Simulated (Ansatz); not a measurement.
Gas-phase electronic energies from Ansatz, PBE0-D4/def2-TZVP geometries. CBS: MP2 limit from def2 TZ/QZ plus the TZ coupled-cluster correction, frozen cores. This one scheme is used for every species. DFT in def2-TZVPP. B3LYP here is the variant with VWN-RPA as its local correlation; programs differ in this. HSE06 is defined as in plane-wave codes. Each species was taken in one conformer, which may not be the lowest.

Consider the formal hydrolysis of a C–C bond: `CC(O)CN` + H₂O → `NCC(O)O` + CH₄.

```json
{"level": "LDA (SPW92)", "ΔE (kcal/mol)": "-2.5", "difference from CCSD(T)/CBS": "-3.2"}
{"level": "BLYP-D4", "ΔE (kcal/mol)": "-2.3", "difference from CCSD(T)/CBS": "-3.0"}
{"level": "r2SCANh-D4", "ΔE (kcal/mol)": "-2.1", "difference from CCSD(T)/CBS": "-2.8"}
{"level": "HSE06-D4", "ΔE (kcal/mol)": "-1.2", "difference from CCSD(T)/CBS": "-1.9"}
{"level": "B3LYP", "ΔE (kcal/mol)": "-2.7", "difference from CCSD(T)/CBS": "-3.4"}
{"level": "r2SCAN0", "ΔE (kcal/mol)": "-1.9", "difference from CCSD(T)/CBS": "-2.6"}
{"level": "MP2/def2-SVP", "ΔE (kcal/mol)": "-4.0", "difference from CCSD(T)/CBS": "-4.7"}
{"level": "CCSD/def2-TZVPP", "ΔE (kcal/mol)": "-0.6", "difference from CCSD(T)/CBS": "-1.3"}
{"level": "HF/CBS(def2)", "ΔE (kcal/mol)": "-2.6", "difference from CCSD(T)/CBS": "-3.3"}
{"level": "CCSD/CBS(def2)", "ΔE (kcal/mol)": "0.8", "difference from CCSD(T)/CBS": "0.1"}
{"level": "CCSD(T)/CBS", "ΔE (kcal/mol)": "0.7", "difference from CCSD(T)/CBS": "0"}
```

Largest T1 diagnostic among the species: 0.011.

Leaving LDA and LC-ωPBE aside and taking each functional with its dispersion term where it has one, the values, not all of them listed here, spread over 1.8 kcal/mol, from CAM-B3LYP-D4 to PBE-QIDH. The D4 term adds +0.8 kcal/mol with B3LYP and +0.5 kcal/mol with PBE0; it sums over pairs of atoms, weighted by their polarisabilities, and B3LYP, whose exchange is more repulsive, gets the larger term.

CCSD(T)/CBS has its own doubt, a few kJ/mol and more with outer-core shells, so smaller differences from it don't rank the levels.
